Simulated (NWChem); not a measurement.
**P4 (SMILES P12P3P1P23): levels of theory compared**

We compute a comparison of 3 runs (MP2/def2-SVPD, CCSD(T)/6-31+G*, CCSD(T)/def2-SVPD) of P4. 

Program for the calculation: NWChem 7.3.0.

**1. The system as given**

P4 has 4 atoms, charge 0, and is taken as a singlet. As SMILES, `P12P3P1P23`. The shape is that of a PBE0-D4/def2-TZVP optimisation.

Bond lengths: P1–P2 2.184 Å, P1–P3 2.184 Å, P2–P3 2.184 Å, P1–P4 2.184 Å, P2–P4 2.184 Å, P3–P4 2.184 Å. Some angles: P1–P2–P3 60.0°, P1–P2–P4 60.0°, P3–P2–P4 60.0°, P2–P1–P3 60.0°, P2–P1–P4 60.0°, P3–P1–P4 60.0°, P1–P3–P2 60.0°, P1–P3–P4 60.0°, P2–P3–P4 60.0°, P1–P4–P2 60.0°.

**2. Energy and forces at MP2/def2-SVPD (run 1)**

Input file p4.nw:

```
start p4
title "P4"
memory stack 880 mb heap 220 mb global 1100 mb
charge 0
geometry units angstroms noautosym nocenter noautoz
 P       -0.724800      -0.100000       1.119400
 P        1.294900       0.109800       0.315700
 P       -0.185000      -1.091700      -0.749800
 P       -0.385100       1.081900      -0.685200
end
basis spherical bse
 * library def2-SVPD
end
scf
 thresh 1e-08
 maxiter 80
end
mp2
 freeze core 20
 tight
end
task mp2 gradient
```

The run is started by

```sh
$ nwchem p4.nw > p4.out
```

The program printed:

```text
[...]
  functions       =    96
[...]
  wavefunction    = RHF
[...]
         Total SCF energy =  -1362.558475636819
      One-electron energy =  -2538.527409511573
      Two-electron energy =    848.836485984323
 Nuclear repulsion energy =    327.132447890431
        Time for solution =      7.7s
[...]
          Total MP2 energy         -1363.037468350276
[...]
                         mp2 ENERGY GRADIENTS
    atom               coordinates                        gradient
                 x          y          z           x          y          z
   1 P      -1.369673  -0.188973   2.115359    0.013433   0.001851  -0.020767
   2 P       2.447006   0.207492   0.596586   -0.023988  -0.002040  -0.005850
   3 P      -0.349599  -2.063014  -1.416917    0.003425   0.020260   0.013913
   4 P      -0.727733   2.044495  -1.294840    0.007130  -0.020071   0.012704
[...]
```

Wall time 22 s (1 thread of AMD EPYC 9R45 (Zen 5), shared host); peak memory 0.26 GiB.

**3. The energy at CCSD(T)/6-31+G(d) (spherical functions) (run 2)**

Input file p4.nw:

```
start p4
memory 2200 mb
geometry noautosym nocenter noautoz
  P    -0.724800   -0.100000    1.119400
  P     1.294900    0.109800    0.315700
  P    -0.185000   -1.091700   -0.749800
  P    -0.385100    1.081900   -0.685200
end
basis spherical bse
  * library 6-31+G*
end
scf
  thresh 1e-08
  maxiter 80
  print low
end
ccsd
  freeze core 20
  maxiter 60
end
task ccsd(t)
```

The run is started by

```sh
$ nwchem p4.nw > p4.out
```

The program printed:

```text
[...]
  functions       =    88
[...]
  wavefunction    = RHF
[...]
         Total SCF energy =  -1362.895654757363
      One-electron energy =  -2539.096814437926
      Two-electron energy =    849.068711790131
 Nuclear repulsion energy =    327.132447890431
        Time for solution =     13.9s
[...]
 Total MP2 energy:          -1363.330872506558762
[...]
             energy      energy      error      ampl     ampl      Block
                                                time     time      time
[...]
 Total CCSD energy:          -1363.358173748337549
[...]
 Total CCSD+T(CCSD) energy:          -1363.386110004799775
[...]
 Total CCSD(T) energy:               -1363.385317031927116
[...]
```

Wall time 95 s (1 thread of AMD EPYC 9R45 (Zen 5), shared host); peak memory 0.19 GiB.

**4. A single-point energy at CCSD(T)/def2-SVPD (run 3)**

Input file sp.nw:

```
start sp
title "P4"
memory total 2200 mb

geometry units angstrom noautosym nocenter noautoz
  P    -0.724800   -0.100000    1.119400
  P     1.294900    0.109800    0.315700
  P    -0.185000   -1.091700   -0.749800
  P    -0.385100    1.081900   -0.685200
end

basis spherical bse
  * library def2-SVPD
end

scf
  singlet
  rhf
  thresh 1e-08
  maxiter 80
  print low
end

ccsd
  freeze core 20
  maxiter 60
end

task ccsd(t) energy
```

The run is started by

```sh
$ nwchem sp.nw > sp.out
```

The program printed:

```text
[...]
  functions       =    96
[...]
  wavefunction    = RHF
[...]
         Total SCF energy =  -1362.558475636819
      One-electron energy =  -2538.527409511573
      Two-electron energy =    848.836485984323
 Nuclear repulsion energy =    327.132447890431
        Time for solution =      7.6s
[...]
 Total MP2 energy:          -1363.037468350276185
[...]
             energy      energy      error      ampl     ampl      Block
                                                time     time      time
[...]
 Total CCSD energy:          -1363.059061967320304
[...]
 Total CCSD+T(CCSD) energy:          -1363.092671460582096
[...]
 Total CCSD(T) energy:               -1363.091719113434920
[...]
```

Wall time 82 s (1 thread of AMD EPYC 9R45 (Zen 5), shared host); peak memory 0.23 GiB.

**5. Overview of the runs**

| run | level | task | module | energy (Eh) | correlation energy (mEh) | wall time |
| --- | --- | --- | --- | --- | --- | --- |
| 1 | MP2/def2-SVPD | gradient | mp2 | -1363.037468 | -479.0 | 22 s |
| 2 | CCSD(T)/6-31+G* (spherical functions) | energy | ccsd(t) | -1363.385317 | -489.7 | 95 s |
| 3 | CCSD(T)/def2-SVPD | energy | ccsd(t) | -1363.091719 | -533.2 | 82 s |

**6. What came out**

| quantity | value |
| --- | --- |
| run 3: total energy | -1363.09172 Eh |
| run 3: correlation energy (20 core orbitals frozen) | -533.2 mEh |
| run 3: (T) correction | -32.66 mEh |

All runs together took 3.3 min, the longest 95 s.
